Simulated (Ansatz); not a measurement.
# C2HSi−: single points off equilibrium

A test off equilibrium: a frame of a short trajectory is computed at several levels, and each is set against CCSD(T).

The runs use Ansatz 0.2.0, Gaussian basis; single points in def2-TZVPPD.

Cores are frozen in the correlated methods.

2 further runs of the same task are left out: 2 that didn't finish.

### Step 1. The system as given

SMILES `C1#[Si][CH-]1`, 4 atoms, charge -1, spin multiplicity 1.

Atoms are counted from 1 here; the program's logs count them from 0.

Bond lengths: C1–Si2 1.942 Å, C1–C3 1.364 Å, Si2–C3 1.829 Å, C3–H4 1.081 Å. Angles: Si2–C1–C3 64.4°, C1–Si2–C3 42.3°, C1–C3–Si2 73.3°, C1–C3–H4 131.8°, Si2–C3–H4 152.9°.

Geometry (Å):

```xyz
4
charge -1, multiplicity 1
C    -0.15595   -0.93694    0.60825
Si    1.36988    0.26381    0.59225
C    -0.26040    0.13731   -0.22623
H    -0.96231    0.37136   -1.01417
```

### Step 2. PBE-D4/def2-TZVPPD

File run/in.yaml:

```yaml
crystal:
  periodic: [false, false, false]
  atoms:
    - {symbol: C, position_ang: [-0.155945, -0.936938, 0.608249]}
    - {symbol: Si, position_ang: [1.369880, 0.263811, 0.592251]}
    - {symbol: C, position_ang: [-0.260403, 0.137308, -0.226234]}
    - {symbol: H, position_ang: [-0.962313, 0.371364, -1.014171]}
basis:
  gaussian: {orbitals: "def2-TZVPPD.json"}
total_charge: -1
hamiltonian: {xc: pbe, dispersion: d4}
output: {forces: true}
```

The basis file named in the input lies beside it (Basis Set Exchange, JSON).

Started as:

```console
$ ansatz run in.yaml --threads 2 --pin off --events-out ev --progress --plain --max-ram 3481MiB
```

### Step 3. r2SCAN-D4/def2-TZVPPD

Changes to run/in.yaml since step 2:

```diff
@@ -10,3 +10,3 @@
 total_charge: -1
-hamiltonian: {xc: pbe, dispersion: d4}
+hamiltonian: {xc: r2scan, dispersion: d4}
 output: {forces: true}
```

### Step 4. PBE0-D4/def2-TZVPPD

Changes to run/in.yaml since step 3:

```diff
@@ -10,3 +10,3 @@
 total_charge: -1
-hamiltonian: {xc: r2scan, dispersion: d4}
-output: {forces: true}
+hamiltonian: {xc: pbe0, dispersion: d4}
+output: {forces: true, orbitals: {seedname: orbitals}}
```

### Step 5. wB97M-V/def2-TZVPPD

Changes to run/in.yaml since step 4:

```diff
@@ -10,3 +10,3 @@
 total_charge: -1
-hamiltonian: {xc: pbe0, dispersion: d4}
-output: {forces: true, orbitals: {seedname: orbitals}}
+hamiltonian: {xc: {name: wB97M-V}}
+output: {forces: true}
```

### Step 6. CCSD(T)/def2-TZVPPD

Changes to run/in.yaml since step 5:

```diff
@@ -10,3 +10,3 @@
 total_charge: -1
-hamiltonian: {xc: {name: wB97M-V}}
+correlation: {method: ccsd_t}
 output: {forces: true}
```

(Steps that only read results are left out.)

What does the calculation give? Wanted: RMS force component; RMS force error; HOMO and LUMO, PBE0-D4; T1 diagnostic.

As calculated:

```
              quantity                                                             value
   RMS force component                              0.308 to 0.548 eV/Å over the methods
       RMS force error  PBE-D4 0.161, r2SCAN-D4 0.280, PBE0-D4 0.363, wB97M-V 0.420 eV/Å
HOMO and LUMO, PBE0-D4                                                  0.45 and 3.53 eV
         T1 diagnostic                                                             0.018
```

In words: On forces the order runs from PBE-D4 to wB97M-V. Frozen-core CCSD(T) forces in triple zeta carry basis errors of their own, and this is one geometry, so small gaps rank nothing.
